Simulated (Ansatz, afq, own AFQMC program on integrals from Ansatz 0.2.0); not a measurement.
Integrals from Ansatz 0.2.0, then the random walk in our own AFQMC program (afq).

```yaml
crystal:
  periodic: [false, false, false]
  atoms:
    - {symbol: Mo, position_ang: [0.000000, 0.000000, 0.000000]}
basis:
  gaussian: {orbitals: def2-SVP}
magnetization: {spin_polarized: true, initial_magnetization: 6}
correlation: {method: ccsd_t, electrons: outside_noble_gas, hamiltonian_folder: ham}
```

```sh
$ ansatz run in.yaml --threads 1 --pin off --events-out ev --progress --plain --max-ram 16896MiB --backend cuda --devices 0, --max-vram 18GiB
```

Options of the walk:

```
--method phaseless --trial hf --walkers 4000 --populations 20 --least-time 40 --time-step 0.005 --steps-per-block 20 --equilibration-blocks 160 --max-blocks 4000 --target-error 0.0007499999999999999 --factor-cut 1e-05 --start spin_pure --seed 7946 --taylor-order 6
```

Times are imaginary, in 1/Eh. The walk had a cap of 49 s. With eight or more populations the least sampling time is a fifth of least-time, and the error comes from their spread. Core potentials past Kr, no spin–orbit coupling.

Output of the walk:

```
orbitals 27  electrons 6 0  factors 199 of 214
reference energy -67.54536770 Eh
CCSD correlation -0.05992458 Eh in 7 cycles, weight of the determinant in the CISD state 0.9701
energy of the start -67.545368 Eh
 block  time / (1/Eh)  mean weight  energy / Eh
     1     0.100  1.0004  -67.558599
     2     0.200  1.0004  -67.568622
     3     0.300  1.0005  -67.576048
     4     0.400  1.0004  -67.581966
     5     0.500  1.0004  -67.586840
     9     0.900  1.0002  -67.595967
    25     2.500  1.0001  -67.604854
    49     4.900  0.9999  -67.607241
    73     7.300  1.0000  -67.606640
    97     9.700  0.9998  -67.603963
   121    12.100  1.0001  -67.605195
   145    14.500  0.9999  -67.605566
   169    16.900  1.0001  -67.604842
   193    19.300  1.0002  -67.605595
   217    21.700  1.0002  -67.604670
   223    22.300  0.9997  -67.603621
   235    23.500  1.0001  -67.605268
error from the spread of 20 populations
energy -67.605112 +/- 0.000353 Eh
(rows thinned)
```

The run passed its tests (sampling time, drift between the halves within three errors, error under three times the target), which doesn't prove that it has relaxed.

Against this walk (error 9.6 meV) on the same determinant: CCSD(T) 28.0 meV lower, CCSDT(Q) 32.8 meV lower, CCSDTQ 32.9 meV lower, full CI 32.8 meV lower, a separate phaseless walk with a CISD trial and standard settings 28.2 ± 9.6 meV lower. The error is statistical and leaves out the bias of the constraint. Full CI is exact here, so the walk's 33 meV above it is the walk's own error: the bias of the constraint with this trial.

Cautions: constraint bias not in the error; no spin-orbit coupling; outer-core shells of the metal frozen.

The walk took 14 s on 1 × NVIDIA H100 80GB HBM3 with 2 threads of AMD EPYC 7R13 Processor (Zen 3), on a shared host (the card was shared). The log's last line is the phaseless energy.

CCSDT and higher add their correlation energy to the determinant of the CCSD(T) run, since their own runs factorise the integrals more tightly (a shift of under 2 meV). A walk keeps the symmetry of its determinant, which the program's search chose and which needn't be the lowest solution, so a lower state of the same spin and another symmetry isn't excluded.
